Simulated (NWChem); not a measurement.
**Total energies of C$_{2}$H$_{3}$O**

SMILES: [C](C)=O
```xyz
6

C     -0.0762    -1.1694     0.0000
C      0.4250     0.2536     0.0000
O     -0.1959     1.2600     0.0000
H      0.3268    -1.6873     0.8843
H      0.3268    -1.6873    -0.8843
H     -1.1790    -1.2110     0.0000
```
Charge 0, spin multiplicity 2.

Everything below was run with NWChem. Structure: optimised with UB3LYP/def2-SVP, a minimum by its harmonic frequencies.

Basis set: 6-311G** (72 functions).

```csv
method,total energy (Ha)
UHF,-152.33737
UMP2,-152.79905
UB2PLYP,-153.07943
UPBE,-153.04054
UB3LYP,-153.22660
UTPSS,-153.24780
```

Total energies of different functionals aren't comparable as a measure of quality: only differences taken within one method are. 

The correlated methods keep 3 core orbitals frozen. B3LYP has NWChem's definition, with VWN1-RPA local correlation. The Pople sets run with spherical d functions. The structure started from a generated list of species. The unpaired electrons of the parent sit in orbitals of symmetry a' (Cs labels of the run); other states weren't searched. No SCF solution was tested for a lower state. Open-shell Hartree-Fock references start from PBE0 orbitals.
